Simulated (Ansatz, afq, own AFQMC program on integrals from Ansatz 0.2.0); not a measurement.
## Where AFQMC and coupled cluster stand for ScB, triplet

```xyz
2

Sc    0.0000    0.0000    0.0000
B     0.0000    0.0000    5.8720
```

Basis def2-TZVP. Only valence electrons are correlated. Integrals, coupled cluster, full CI and functionals: Ansatz 0.2.0; the random walks run on the same integrals in our own AFQMC program. ph-AFQMC/CISD is guided by a CISD state made of CCSD amplitudes; releasing the constraint for a short imaginary time cuts its bias at the price of noise, slowly where states lie close. Uncertainties: one standard error, sampling alone. The metal's outer-core s and p shells are frozen, which shifts wave-function levels against functionals.

Determinant: UHF, the one that the program's search chose, which needn't be the lowest solution. The geometry is a point of a scan.

No full CI on the walks' own integrals is used here; CCSDT(Q) serves as the reference and is uncertain by about the last step of the cluster series.

Cautions: no relativity below Rb; outer-core shells of the metal frozen; lower spins were not checked; higher spins were not checked; the released energies have errors that jump between times, so the bars are unsure, so no released level is given (meV from the phaseless value at times in 1/Eh: -7.2 ± 2.0 at 0.60, -9.2 ± 2.3 at 1.20, 33 ± 39 at 2.00, -11 ± 10 at 3.00, -21 ± 6 at 4.20), though the last usable value meets CCSDT(Q) within the noise.

```
T1 diagnostic                               : 0.0212
weight of the determinant in the CISD state : 0.861
⟨S²⟩ of the determinant                     : 2.023
size of the correlated space                : 6 electrons in 66 orbitals
```

Reference: CCSDT(Q), correlation energy -2.855 eV.

```csv
level,E − E(reference) (kJ/mol),share of correlation (%)
HF,275.5,0.00
MP2,92.2,66.53
CCSD,8.3,97.00
CCSD(T),2.5,99.09
CCSDT,0.0,100.00
ph-AFQMC/CISD,2.6 ± 0.2,99.04
```

A walk keeps the symmetry of its determinant, which the program's search chose and which needn't be the lowest solution, so a lower state of the same spin and another symmetry isn't excluded.
